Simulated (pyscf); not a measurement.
Structures and frequencies: ωB97X-D3(BJ)/def2-SVP in PySCF.

Question: PBE/def2-TZVP puts the barrier of H₃C–N(CH₃)–SiH₃ (SMILES CN(C)[SiH3]) + H₂O (SMILES O) → H₃C–NH–CH₃ (SMILES CNC) + HO–SiH₃ (SMILES O[SiH3]) (four-centre exchange; singlet surface; N–Si, H–O broken, H–N, O–Si formed) at 11.2 kcal/mol and the reaction energy at -10.8 kcal/mol, from the separated reactants. What do B3LYP-D3(BJ)/def2-TZVP, M06-2X/def2-TZVP, ωB97M-D3(BJ)/def2-TZVP give on the same structures?

Answer: B3LYP-D3(BJ): ΔE‡ = 14.7 kcal/mol, ΔE = -10.2 kcal/mol; M06-2X: ΔE‡ = 14.2 kcal/mol, ΔE = -10.4 kcal/mol; ωB97M-D3(BJ): ΔE‡ = 14.3 kcal/mol, ΔE = -10.3 kcal/mol. PBE's barrier lies under all of them, by 3.0 to 3.5 kcal/mol. Its reaction energy lies under all of them, by 0.3 to 0.5 kcal/mol. Low barriers are usual for a GGA, whose delocalisation error favours stretched bonds. On the reactant side the descent ends in a complex, 5.7 kcal/mol under the separated species and 20.0 kcal/mol under the saddle at ωB97X-D3(BJ)/def2-TZVP. On the product side the descent ends in a bound adduct, 8.9 kcal/mol under the separated species and 32.3 kcal/mol under the saddle at ωB97X-D3(BJ)/def2-TZVP. H₃C–NH–CH₃ lies 7.8 kcal/mol over its isomer H₃C–CH₂–NH₂ (electronic energy, ωB97M-D3(BJ)/def2-TZVP). This is the saddle that the search found; another between the same sides may lie lower.
